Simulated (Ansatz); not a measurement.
`C/N=C(/S)Cl`, 9 atoms. Charge 0, multiplicity 1. All runs use 4 threads of an Arm Neoverse V2 on a shared host. Correlated methods freeze the cores.

(1) How many basis functions does each run have, and how long does it take in Ansatz? RHF-CCSD(T)/def2-SVP energy; RKS r2SCANh-D4/def2-TZVPP energy; RKS r2SCAN0-D4/def2-TZVPP energy; RKS ωB97M-V/def2-QZVPP energy; RKS PBE0-D4/def2-SVP energy; direct RPA on PBE orbitals/def2-TZVPP energy; RKS ωB97M-V/def2-TZVPP energy and forces; RKS ωB97M-V/def2-SVP energy; RKS BHLYP-D4/def2-TZVPP energy; RKS PBE0-D4/def2-TZVP relaxation (13 steps); RKS PBE0-D4/def2-QZVPP energy; RHF-CCSD(T)/def2-TZVPP energy. (An estimate is asked.)

## Answers

(1) Computed: Other jobs shared the machine, so times are rough.

```tsv
level	job	functions	wall time	peak host memory (GiB)
RKS PBE0-D4/def2-SVP	energy	98	0.85 s	0.19
RKS BHLYP-D4/def2-TZVPP	energy	233	2.5 s	0.61
RHF-CCSD(T)/def2-SVP	energy	98	2.7 s	0.38
RKS ωB97M-V/def2-SVP	energy	98	3.4 s	0.29
direct RPA on PBE orbitals/def2-TZVPP	energy	233	3.6 s	0.5
RKS r2SCANh-D4/def2-TZVPP	energy	233	4 s	0.6
RKS r2SCAN0-D4/def2-TZVPP	energy	233	4.1 s	0.61
RKS PBE0-D4/def2-QZVPP	energy	431	6 s	1.5
RKS ωB97M-V/def2-TZVPP	energy and forces	233	8.5 s	0.82
RKS ωB97M-V/def2-QZVPP	energy	431	14 s	1.8
RKS PBE0-D4/def2-TZVP	relaxation (13 steps)	191	35 s	0.5
RHF-CCSD(T)/def2-TZVPP	energy	233	89 s	4
```
